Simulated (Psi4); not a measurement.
Psi4 input (wB97X-D/6-311+G**):

```
memory 1500 MB

molecule {
-1 1
C     0.00150420    0.06782275    0.35234476
H     0.00420647   -0.06617570    1.47074893
C     0.00836434    1.49076899   -0.15367575
H    -0.87400686    2.03508487    0.22502747
H     0.89948318    2.02456257    0.21948169
C     1.24463462   -0.68990047   -0.13394913
H     1.26512854   -0.68733128   -1.22899581
H     2.15557123   -0.18983784    0.21049222
H     1.26778541   -1.72832745    0.23041004
C    -1.25354649   -0.67507850   -0.12613720
H    -1.28085629   -0.67222569   -1.22103440
H    -1.28673820   -1.71317120    0.23839815
H    -2.15631350   -0.16425497    0.22397568
symmetry c1
no_reorient
no_com
}

set {
  basis 6-311+G**
  reference rks
  scf_type df
  df_basis_scf def2-universal-jkfit
  dft_radial_points 99
  dft_spherical_points 590
  e_convergence 1e-8
  d_convergence 1e-7
  maxiter 150
}

e = energy('wb97x-d')
print_out(f'\nFINAL {e:.10f} DIPOLE {variable("CURRENT DIPOLE")[0]:.6f} {variable("CURRENT DIPOLE")[1]:.6f} {variable("CURRENT DIPOLE")[2]:.6f}\n')
```

Output:

```
   => Loading Basis Set <=

    Name: 6-311+G**
    Role: ORBITAL
    Keyword: BASIS
    atoms 1, 3, 6, 10        entry C          line   129 file 6-311pgss.gbs
    atoms 2, 4-5, 7-9, 11-13 entry H          line    42 file 6-311pgss.gbs

   => WB97X-D: Empirical Dispersion <=

    Chai and Head-Gordon Dispersion Correction
    Chai, J.-D.; Head-Gordon, M. (2010), J. Chem. Phys., 132: 6615-6620

        s6 =       1.000000

         ---------------------------------------------------------
                                   SCF
               by Justin Turney, Rob Parrish, Andy Simmonett
                          and Daniel G. A. Smith
                              RKS Reference
         ---------------------------------------------------------

  ==> Geometry <==

    Molecular point group: c1
    Full point group: C1

    Geometry (in Angstrom), charge = -1, multiplicity = 1:

       Center              X                  Y                   Z               Mass
    ------------   -----------------  -----------------  -----------------  -----------------
         C            0.001504200000     0.067822750000     0.352344760000    12.000000000000
         H            0.004206470000    -0.066175700000     1.470748930000     1.007825032230
         C            0.008364340000     1.490768990000    -0.153675750000    12.000000000000
         H           -0.874006860000     2.035084870000     0.225027470000     1.007825032230
         H            0.899483180000     2.024562570000     0.219481690000     1.007825032230
         C            1.244634620000    -0.689900470000    -0.133949130000    12.000000000000
         H            1.265128540000    -0.687331280000    -1.228995810000     1.007825032230
         H            2.155571230000    -0.189837840000     0.210492220000     1.007825032230
         H            1.267785410000    -1.728327450000     0.230410040000     1.007825032230
         C           -1.253546490000    -0.675078500000    -0.126137200000    12.000000000000
         H           -1.280856290000    -0.672225690000    -1.221034400000     1.007825032230
         H           -1.286738200000    -1.713171200000     0.238398150000     1.007825032230
         H           -2.156313500000    -0.164254970000     0.223975680000     1.007825032230

  Running in c1 symmetry.

  Rotational constants: A =      0.27696  B =      0.26925  C =      0.15585 [cm^-1]
  Rotational constants: A =   8303.09006  B =   8071.78053  C =   4672.13473 [MHz]
  Nuclear repulsion =  126.315680332006920

  Charge       = -1
  Multiplicity = 1
  Electrons    = 34
  Nalpha       = 17
  Nbeta        = 17

  ==> Algorithm <==

  SCF Algorithm Type is DF.
  DIIS enabled.
  MOM disabled.
  Fractional occupation disabled.
  Guess Type is SAD.
  Energy threshold   = 1.00e-08
  Density threshold  = 1.00e-07
  Integral threshold = 1.00e-12

  ==> Primary Basis <==

  Basis Set: 6-311+G**
    Blend: 6-311+G**
    Number of shells: 76
    Number of basis functions: 142
    Number of Cartesian functions: 146
    Spherical Harmonics?: true
    Max angular momentum: 2

  ==> DFT Potential <==

   => LibXC <=

    Version 7.1.2
    S. Lehtola, C. Steigemann, M. J. T. Oliveira, and M. A. L. Marques,  SoftwareX 7, 1–5 (2018) (10.1016/j.softx.2017.11.002)

   => Composite Functional: WB97X-D <=

    wB97X-D Hyb-GGA Exchange-Correlation Functional

    J.-D. Chai and M. Head-Gordon,  Phys. Chem. Chem. Phys. 10, 6615–6620 (2008) (10.1039/B810189B)

    Deriv               =              1
    GGA                 =           TRUE
    Meta                =          FALSE

    Exchange Hybrid     =           TRUE
    MP2 Hybrid          =          FALSE

   => Exchange-Correlation Functionals <=

    1.0000   wB97X-D range-separated functional

   => Exact (HF) Exchange <=

    0.7780            HF,LR [omega = 0.2000]
    0.2220               HF

   => LibXC Density Thresholds  <==

    XC_HYB_GGA_XC_WB97X_D:  1.00E-14

   => Molecular Quadrature <=

    Radial Scheme          =       TREUTLER
    Pruning Scheme         =           NONE
    Nuclear Scheme         =       TREUTLER

    Blocking Scheme        =         OCTREE
    BS radius alpha        =              1
    Pruning alpha          =              1
    Radial Points          =             99
    Spherical Points       =            590
    Total Points           =         714727
    Total Blocks           =           4976
    Max Points             =            256
    Max Functions          =            142
    Weights Tolerance      =       1.00E-15

   => Loading Basis Set <=

    Name: DEF2-UNIVERSAL-JKFIT
    Role: JKFIT
    Keyword: DF_BASIS_SCF
    atoms 1, 3, 6, 10        entry C          line   198 file def2-universal-jkfit.gbs
    atoms 2, 4-5, 7-9, 11-13 entry H          line    18 file def2-universal-jkfit.gbs

  ==> Integral Setup <==

  SCF_SUBTYPE=INCORE selected. In-core MEM_DF algorithm will be used.
  Using in-core AOs.

  ==> MemDFJK: Density-Fitted J/K Matrices <==

    J tasked:                   Yes
    K tasked:                   Yes
    wK tasked:                  Yes
    Omega:                2.000E-01
    Algorithm:                 Core
    Schwarz Cutoff:           1E-12
    Mask sparsity (%):       0.4067
    Fitting Condition:        1E-10

   => Auxiliary Basis Set <=

  Basis Set: DEF2-UNIVERSAL-JKFIT
    Blend: DEF2-UNIVERSAL-JKFIT
    Number of shells: 154
    Number of basis functions: 462
    Number of Cartesian functions: 536
    Spherical Harmonics?: true
    Max angular momentum: 4

  Cached 33.3% of DFT collocation blocks in 0.809 [GiB].

  Minimum eigenvalue in the overlap matrix is 5.7598897018E-05.
  Reciprocal condition number of the overlap matrix is 5.3511593275E-06.
    Using symmetric orthogonalization.

  ==> Pre-Iterations <==

  SCF Guess: Superposition of Atomic Densities via on-the-fly atomic UHF (no occupation information).

   -------------------------
    Irrep   Nso     Nmo
   -------------------------
     A        142     142
   -------------------------
    Total     142     142
   -------------------------

  ==> Iterations <==

                           Total Energy        Delta E     RMS |[F,P]|

   @DF-RKS iter SAD:  -157.04881888631252   -1.57049e+02   0.00000e+00
   @DF-RKS iter   1:  -157.16915809308728   -1.20339e-01   7.23016e-03 ADIIS/DIIS
   @DF-RKS iter   2:  -156.18194436976495    9.87214e-01   9.69200e-03 ADIIS/DIIS
   @DF-RKS iter   3:  -157.69844818908902   -1.51650e+00   2.33695e-03 ADIIS/DIIS
   @DF-RKS iter   4:  -157.76541439789952   -6.69662e-02   6.43948e-04 ADIIS/DIIS
   @DF-RKS iter   5:  -157.77228279361705   -6.86840e-03   1.63764e-04 ADIIS/DIIS
   @DF-RKS iter   6:  -157.77291047068312   -6.27677e-04   9.13889e-05 DIIS
   @DF-RKS iter   7:  -157.77302713869011   -1.16668e-04   4.06684e-05 DIIS
   @DF-RKS iter   8:  -157.77305697477462   -2.98361e-05   1.94960e-05 DIIS
   @DF-RKS iter   9:  -157.77306442308151   -7.44831e-06   6.25589e-06 DIIS
   @DF-RKS iter  10:  -157.77306560145757   -1.17838e-06   1.05726e-06 DIIS
   @DF-RKS iter  11:  -157.77306570533102   -1.03873e-07   4.79646e-07 DIIS
   @DF-RKS iter  12:  -157.77306572188485   -1.65538e-08   1.38251e-07 DIIS
   @DF-RKS iter  13:  -157.77306572470295   -2.81810e-09   4.86994e-08 DIIS
  Energy and wave function converged.

  ==> Post-Iterations <==

   Electrons on quadrature grid:
      Ntotal   =   34.0000069984 ; deviation = 6.998e-06

    Orbital Energies [Eh]
    ---------------------

    Doubly Occupied:

       1A    -10.097042     2A    -10.097039     3A    -10.095087
       4A    -10.008368     5A     -0.708513     6A     -0.605926
       7A     -0.541768     8A     -0.438750     9A     -0.362786
      10A     -0.333605    11A     -0.323059    12A     -0.296172
      13A     -0.250552    14A     -0.230759    15A     -0.201476
      16A     -0.196392    17A     -0.014105

    Virtual:

      18A      0.191024    19A      0.202595    20A      0.215896
      21A      0.220184    22A      0.243081    23A      0.245455
      24A      0.255876    25A      0.257518    26A      0.283663
      27A      0.287208    28A      0.288869    29A      0.308763
      30A      0.310239    31A      0.321236    32A      0.343594
      33A      0.380934    34A      0.391633    35A      0.417736
      36A      0.419682    37A      0.432649    38A      0.451756
      39A      0.465371    40A      0.471383    41A      0.475120
      42A      0.486806    43A      0.520014    44A      0.547514
      45A      0.576093    46A      0.624467    47A      0.629208
      48A      0.678264    49A      0.694916    50A      0.721227
      51A      0.731869    52A      0.762318    53A      0.817086
      54A      0.840187    55A      0.857847    56A      0.878553
      57A      0.895368    58A      0.897237    59A      0.905429
      60A      0.915578    61A      0.931689    62A      0.937808
      63A      0.960242    64A      0.986993    65A      0.992992
      66A      0.995438    67A      1.077249    68A      1.187109
      69A      1.203955    70A      1.252046    71A      1.291772
      72A      1.327004    73A      1.438395    74A      1.492986
      75A      1.525032    76A      1.655806    77A      1.691103
      78A      1.711268    79A      1.715172    80A      1.718768
      81A      1.779902    82A      1.786510    83A      1.817684
      84A      1.825667    85A      1.838419    86A      1.860085
      87A      1.904987    88A      1.907564    89A      1.925864
      90A      1.951485    91A      1.981102    92A      2.034842
      93A      2.048193    94A      2.063245    95A      2.129457
      96A      2.152620    97A      2.228608    98A      2.292510
      99A      2.305102   100A      2.353362   101A      2.377635
     102A      2.416565   103A      2.417550   104A      2.512878
     105A      2.579764   106A      2.634497   107A      2.653958
     108A      2.679442   109A      2.740134   110A      2.746106
     111A      2.781349   112A      2.789574   113A      2.794140
     114A      2.794905   115A      2.831916   116A      2.860875
     117A      2.881574   118A      2.912780   119A      2.918759
     120A      2.958025   121A      2.967612   122A      3.034675
     123A      3.038970   124A      3.111413   125A      3.185472
     126A      3.234033   127A      3.282627   128A      3.381377
     129A      3.481106   130A      3.762535   131A      4.029819
     132A      4.058565   133A      4.082292   134A      4.100961
     135A      4.111670   136A      4.274207   137A      4.572261
     138A      4.576784   139A     24.143326   140A     24.227931
     141A     24.264677   142A     24.267584

    Final Occupation by Irrep:
              A
    DOCC [    17 ]
    NA   [    17 ]
    NB   [    17 ]

  @DF-RKS Final Energy:  -157.77306572470295

   => Energetics <=

    Nuclear Repulsion Energy =            126.3156803320069201
    One-Electron Energy =                -467.1220779681049180
    Two-Electron Energy =                 200.0412806748099683
    DFT Exchange-Correlation Energy =     -17.0021246723039248
    Empirical Dispersion Energy =          -0.0058240911110148
    VV10 Nonlocal Energy =                  0.0000000000000000
    Total Energy =                       -157.7730657247029455

Computation Completed

Properties will be evaluated at   0.000000,   0.000000,   0.000000 [a0]

Properties computed using the SCF density matrix

 Multipole Moments:

 ------------------------------------------------------------------------------------
     Multipole            Electronic (a.u.)      Nuclear  (a.u.)        Total (a.u.)
 ------------------------------------------------------------------------------------

 L = 1.  Multiply by 2.5417464519 to convert [e a0] to [Debye]
 Dipole X            :         -0.0090356            0.0000000           -0.0090356
 Dipole Y            :         -1.9892548           -0.0000001           -1.9892549
 Dipole Z            :          0.8848149            0.0000001            0.8848150
 Magnitude           :                                                    2.1771804

 ------------------------------------------------------------------------------------

FINAL -157.7730657247 DIPOLE -0.009036 -1.989255 0.884815

*** Psi4 exiting successfully. Buy a developer a beer!
```

The dipole moment of an ion depends on the origin.
